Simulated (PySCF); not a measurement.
# ClH4PSi: the cost of one run

The runs use PySCF 2.14.0, with density-fitted response routines of our own; the level of theory stands in each step. All values are computed, except where a source is named. Atoms count from 0, in the outputs and in this text.

## 1. The starting structure

7 atoms, charge 0, multiplicity 1; geometry from: GFN2-xTB. The atoms were then displaced at random by about 0.01 Å, so the start is not that level's minimum.

Bonds of the start (Å): P0–Si1 2.27, Si1–Cl2 2.02, P0–H3 1.36, P0–H4 1.38, Si1–H5 1.47, Si1–H6 1.46.

## 2. Optimising the geometry at PBE0-D3(BJ)/def2-SVP

The job: settings as JSON, then the geometry in Å.

```
{"job": {"xc": "PBE0", "basis": "def2-SVP", "d3": "d3bj", "grid": 1, "shake": 0.01, "kind": "geom"}, "charge": 0, "multiplicity": 1}
P      1.355720    -0.178120    -0.671320
Si    -0.766620     0.212130     0.027030
Cl    -1.938980    -1.259250    -0.718170
H      1.593670    -1.244550     0.139830
H      1.905780     0.718220     0.217130
H     -1.201820     1.500800    -0.528180
H     -0.913800     0.221670     1.483760
```

Launch:

```sh
$ OMP_NUM_THREADS=1 python probes_run.py task.json out
```

This one command runs all jobs of the session in turn.

Q: Estimate the wall time and peak memory of this first job on 1 thread of Arm Neoverse V2, shared host.

About 15 s, with a peak of 0.33 GiB.
